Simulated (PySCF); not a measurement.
State search for S₂⁺

Unrestricted PBE0; S 3-21G; no relativity (PySCF 2.14). Outer shells of the fragments: S+ 3s2 3p3; S 3s2 3p4.

Followed along the bond (rough minima from three points):

```csv
2Ms+1,unpaired,⟨S²⟩ at the start,R at minimum (Å),Te (eV)
2,π ↑,0.98,1.98,0.00
4,π ↑↑↑,3.75,none in the scan,≤ 0.89
2,π ↑↑↓,1.75,none in the scan,≤ 1.42
6,"σ ↑, π ↑↑↑↑",8.75,none in the scan,≤ 3.64
```

Solutions found at the starting distance of 2.070 Å, counted from the lowest of them; the search is not exhaustive and high or unbound solutions are not listed, so other states can lie among these:

```
2Ms+1     unpaired   term  E (eV)  ⟨S²⟩  ⟨Lz²⟩
    2          π ↑     ²Π    0.00  0.98   1.06
    4        π ↑↑↑     ⁴Π    1.08  3.75   1.00
    2        π ↑↑↓  mixed    1.62  1.75   3.00
    4    σ ↑, π ↑↑    ⁴Σ⁻    2.68  3.76   0.00
    2          π ↑  mixed    3.20  0.75   3.00
    2    σ ↑, π ↑↓  mixed    3.30  1.76   2.00
    2    σ ↓, π ↑↑  mixed    3.34  1.76   0.00
    4    σ ↑, π ↑↑  mixed    5.01  3.75   2.00
    4    σ ↑, π ↑↑  mixed    5.03  3.75   2.00
    6  σ ↑, π ↑↑↑↑    ⁶Σ⁺    5.53  8.75   0.00
    2    σ ↓, π ↑↑  mixed    5.61  1.75   2.00
    4    σ ↑, π ↑↑  mixed    5.76  3.75   2.00
    4    σ ↑↑, π ↑     ⁴Π    6.18  3.75   1.00
    6  σ ↑↑, π ↑↑↑     ⁶Π    6.47  8.75   1.00
```

A term symbol is given only where ⟨S²⟩ and ⟨Lz²⟩ are close to those of a pure state; real π, δ and φ orbitals otherwise mix terms, and g/u labels are left off.

Counting both spins, an empty level lies below a filled one in some of these solutions, because spin and occupation are held. 3-21G is very small, so such numbers show the basis as much as the molecule.
